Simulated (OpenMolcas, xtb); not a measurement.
**How methods differ on AlO (oxoaluminum)**

AlO has 2 atoms, charge 0, and is taken as a doublet. As SMILES, `[O]=[Al]`. The coordinates come from a PBE0-D4/def2-TZVP relaxation.

| atom | x (Å) | y (Å) | z (Å) |
| --- | --- | --- | --- |
| O | 0.0000 | 0.0000 | -0.0249 |
| Al | 0.0000 | 0.0000 | 1.5950 |

Quantity: the vertical energy of the quartet above the doublet, in eV. The values are calculated.

```json
{"level": "GFN2-xTB", "kind": "semi-empirical", "program": "xtb", "value (eV)": "6.61", "less CCSD(T)/def2-TZVPPD": "+2.89", "CPU time (all runs)": "under 2 s"}
{"level": "UHF/def2-TZVPPD", "kind": "Hartree–Fock", "program": "OpenMolcas", "value (eV)": "1.72", "less CCSD(T)/def2-TZVPPD": "-2.00", "CPU time (all runs)": "12 s"}
{"level": "USVWN5/def2-TZVPPD", "kind": "LDA", "program": "OpenMolcas", "value (eV)": "4.50", "less CCSD(T)/def2-TZVPPD": "+0.78", "CPU time (all runs)": "21 s"}
{"level": "UBLYP/def2-TZVPPD", "kind": "GGA", "program": "OpenMolcas", "value (eV)": "4.28", "less CCSD(T)/def2-TZVPPD": "+0.56", "CPU time (all runs)": "34 s"}
{"level": "U-r2SCAN/def2-TZVPPD", "kind": "meta-GGA", "program": "OpenMolcas", "value (eV)": "3.68", "less CCSD(T)/def2-TZVPPD": "-0.04", "CPU time (all runs)": "69 s"}
{"level": "UTPSS/def2-TZVPPD", "kind": "meta-GGA", "program": "OpenMolcas", "value (eV)": "3.89", "less CCSD(T)/def2-TZVPPD": "+0.17", "CPU time (all runs)": "54 s"}
{"level": "UM06-2X/def2-TZVPPD", "kind": "hybrid meta-GGA", "program": "OpenMolcas", "value (eV)": "3.78", "less CCSD(T)/def2-TZVPPD": "+0.06", "CPU time (all runs)": "60 s"}
{"level": "ROCCSD(T)/def2-TZVPPD", "kind": "coupled cluster or CI", "program": "OpenMolcas", "value (eV)": "3.72", "less CCSD(T)/def2-TZVPPD": "0.00", "CPU time (all runs)": "36 s"}
{"level": "FCI/STO-3G", "kind": "exact in the basis", "program": "OpenMolcas", "value (eV)": "4.61", "less CCSD(T)/def2-TZVPPD": "+0.89", "CPU time (all runs)": "3.7 s"}
```

ROCCSD(T)/def2-TZVPPD is the highest level here, not the true value. The values span 1.72 to 6.61 eV. The xTB rows lack spin polarisation, so open shells miss the exchange term that lowers them. Sets with diffuse functions come out lower, a sign that the upper state is spread out (Rydberg-like). High-level rows in very small sets aren't better than simpler rows in larger ones. Times are those of the runs behind each value, whatever else they computed, on shared processors of several kinds: orders of magnitude only.
